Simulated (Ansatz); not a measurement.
Cu₂ZnSnS₄ (I-4, No. 82) was calculated with r²SCAN in Ansatz (PAW).

Run with plane-wave cutoff 560 eV, 10×10×10 k mesh, Fermi–Dirac smearing 0.01 eV, no spin polarisation, scalar-relativistic PAW data made under PBE.

Computed at the level's own relaxed cell.

### Question
Predict the band gap, lattice constant a and c axis length.

### Answer

* **band gap**: 0.47 eV
* **lattice constant a**: 5.414 Å
* **c axis length**: 10.825 Å

Measured, for comparison: band gap 1.49 eV (temperature not stated, no zero-point or thermal correction, direct; as tabulated in Wikipedia's data pages).

Spin–orbit coupling is not included.

Computed values are for the static lattice.

The result took very roughly 13 core-minutes.

Ansatz is a quantum-chemistry and plane-wave program.
